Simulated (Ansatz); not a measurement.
**Relaxing Pd**

The calculation used DFT r2SCAN, scalar-relativistic, plane waves, PAW in Ansatz. Cutoff 500 eV, Γ-centred k mesh, Gaussian smearing, no spin polarisation in the final step.

Pd was placed on the black phosphorus structure type (Cmce, No. 64), at a guessed volume.

```xyz
4
Lattice="1.5528 -4.9257 0.0000 1.5528 4.9257 0.0000 0.0000 0.0000 4.1095" Properties=species:S:1:pos:R:3 pbc="T T T"
Pd    1.5528    3.9603    3.7396
Pd    1.5528   -0.9654    2.4246
Pd    1.5528   -3.9603    0.3699
Pd    1.5528    0.9654    1.6849
```

Cell and atoms relax at zero pressure; the relaxation can't lower the symmetry of the start. After a coarse first stage the cell is made exact in the group found at 0.06 Å.

Energies count from the standard state of Pd at the same level.

Task: Describe the relaxed structure.

Result: It ends in Fmmm (No. 69). Conventional cell: a = 2.738 Å, b = 4.655 Å, c = 9.810 Å. Pd has 9 Pd at 2.57–2.74 Å.

```
Pd
1.0
     0.00000    2.32734    4.90477
     1.36897    0.00000    4.90477
     1.36897    2.32734    0.00000
Pd
2
Direct
  0.86894 0.86894 0.13106
  0.13106 0.13106 0.86894
```

Task: What are its volume, energy, density and gap?

Result: The volume per atom is 15.63 Å³. The density is 11.31 g/cm³. The energy over the standard structure is 0.16 eV/atom. The gap on the 24×24×24 mesh is 0 eV (a metal).

The final run used a 24×24×24 mesh on its 2-atom cell and 0.10 eV smearing. The k mesh leaves about 4 meV/atom of noise in metals. A structure relaxed within its symmetry needn't be a true minimum.